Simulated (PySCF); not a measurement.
# H5O2+, an ion with solvent molecules: interaction energy

The task here is to estimate one member of a computed series from the others.

Computed with PySCF 2.14.0; each step states its level. No surroundings beyond the atoms listed, unless a continuum is named. Atoms count from 0, parts from 1.

### The system as given

7 atoms, charge 1, multiplicity 1; geometry: GFN2-xTB. Parts: 1 = atoms 0–3, `[OH3+]`, charge 1; 2 = atoms 4–6, `O`, charge 0. In the given geometry H1 is shared between O0 (1.26 Å) and O4 (1.23 Å), so values for the parts refer to these atom groups.

Set-up of the first run:

Job settings and geometry (Å):

```
{"job": {"xc": "PBE0", "basis": "def2-TZVPD", "d3": "d3bj", "grid": 3, "kind": "geom", "shake": 0.01}, "charge": 1, "multiplicity": 1, "parts": [{"atoms": "0-3", "charge": 1, "multiplicity": 1}, {"atoms": "4-6", "charge": 0, "multiplicity": 1}]}
O     -0.253493    -0.250480     0.020482
H     -0.874511     0.468852    -0.803235
H      0.278805    -0.891183    -0.406070
H      0.285331     0.295111     0.641581
O     -1.467093     1.166219    -1.629980
H     -2.035670     1.846926    -1.209190
H     -1.984654     0.655275    -2.246460
```

On the command line:

```sh
> OMP_NUM_THREADS=1 python cluster_run.py task.json out
```

This one command runs all jobs of the session in turn.

Steps of the session up to this table: Geometry optimisation at PBE0-D3(BJ)/def2-TZVPD; Coupled-cluster interaction energy: CCSD(T) and MP2, 1.20 Å; Coupled-cluster interaction energy: CCSD(T) and MP2, 1.26 Å; Coupled-cluster interaction energy: CCSD(T) and MP2, 1.32 Å; Coupled-cluster interaction energy: CCSD(T) and MP2, 1.14 Å; Coupled-cluster interaction energy: CCSD(T) and MP2, 1.50 Å; Coupled-cluster interaction energy: CCSD(T) and MP2, 1.08 Å; Coupled-cluster interaction energy: CCSD(T) and MP2, 1.80 Å; Coupled-cluster interaction energy: CCSD(T) and MP2, 2.39 Å.

One table of the session follows, with a row left open; its other results are not shown here.

It belongs to the step «Coupled-cluster interaction energy: CCSD(T) and MP2, 2.39 Å». 

```
                 method  interaction energy (kcal/mol)
         HF/aug-cc-pVDZ                         -17.36
        MP2/aug-cc-pVDZ                         -17.59
       CCSD/aug-cc-pVDZ                         -17.31
    CCSD(T)/aug-cc-pVDZ                         -17.40
         HF/aug-cc-pVQZ                         -17.30
        MP2/aug-cc-pVQZ                         -17.69
    SCS-MP2/aug-cc-pVQZ                              ?
      MP2, extrapolated                         -17.73
CCSD(T), limit estimate                         -17.54
```

**Question.** Estimate the row for SCS-MP2/aug-cc-pVQZ.

As computed: interaction energy (kcal/mol): -17.43. In the column «interaction energy (kcal/mol)» it lies between CCSD(T), limit estimate (-17.54) and CCSD(T)/aug-cc-pVDZ (-17.40).
